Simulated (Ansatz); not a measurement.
Basis-set extrapolation for C2H6Mg, SMILES `C[CH2][MgH]` (PBE0-D4/def2-TZVP geometry, frozen core, Ansatz 0.2.0). Multiplicity 1, RHF reference. For Mg the program correlates outer-core shells too, which these sets cover unevenly, so the extrapolated numbers aren't a true limit.

|  | def2-TZVPP | def2-QZVPP |
| --- | --- | --- |
| HF | -278.826737 | -278.839264 |
| MP2 correlation | -0.569950 | -0.632925 |
| CCSD(T) correlation | -0.627183 | -0.689525 |

Energies in hartree. Use E(X) = E(∞) + A·exp(−7.88·√X) for Hartree–Fock and E(X) = E(∞) + B·X^(−2.97) for correlation, with X = 3 and 4.

What is the CCSD(T) energy at the basis-set limit?

HF limit: -278.839264 + (-0.012527) × 0.13774 = -278.84099. Correlation limit: -0.689525 + (-0.062342) × 0.74074 = -0.73570. Total: -279.57669 hartree, 322.3 kJ/mol below CCSD(T)/def2-TZVPP.
